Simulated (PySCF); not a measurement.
PySCF input (BP86/6-31G* (5d)):

```python
from pyscf import gto, dft

mol = gto.M(
    atom='''
    O    -0.00967373    0.04563775    1.10330363
    C     0.00178170    1.15541318    0.29161270
    C    -0.00658038   -1.04837760    0.29156764
    C     0.01154327    0.72839088   -0.98368653
    C     0.00648472   -0.69033507   -1.02009325
    H     0.00104465    2.11115768    0.78054654
    H    -0.01464815   -2.00173065    0.79019247
    H     0.01161747   -1.34507735   -1.87357137
    ''',
    basis='6-31g*',
    charge=0,
    spin=1,
    verbose=4,
)

mf = dft.UKS(mol, xc='bp86')
mf.grids.level = 3
mf.conv_tol = 1e-9
mf.max_cycle = 100
mf.max_memory = 1500
mf.kernel()
if not mf.converged:
    mf = mf.newton()
    mf.kernel(mf.make_rdm1())
mo, _, stable, _ = mf.stability(return_status=True)
if not stable:
    mf.kernel(mf.make_rdm1(mo, mf.mo_occ))
    stable = mf.stability(return_status=True)[2]
mf.dip_moment()
```

Problem. Predict the final energy.

Solution. -229.31765 Eh.
